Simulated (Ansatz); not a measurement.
`CC[O]`, charge 0, multiplicity 2.

(1) Give a relaxed structure at PBE0-D4/def2-TZVP (Ansatz). (An estimate is asked.)

Results:

(1) Computed: 
Z-matrix (Å, degrees):
```
C
C 1 1.515
H 1 1.092 2 110.5
H 1 1.093 2 110.8 3 120.1
H 1 1.092 2 110.5 3 -119.7
O 2 1.356 1 115.9 3 59.9
H 2 1.108 1 111.6 3 -177.1
H 2 1.108 1 111.7 3 -63.2
```
Point group Cs.
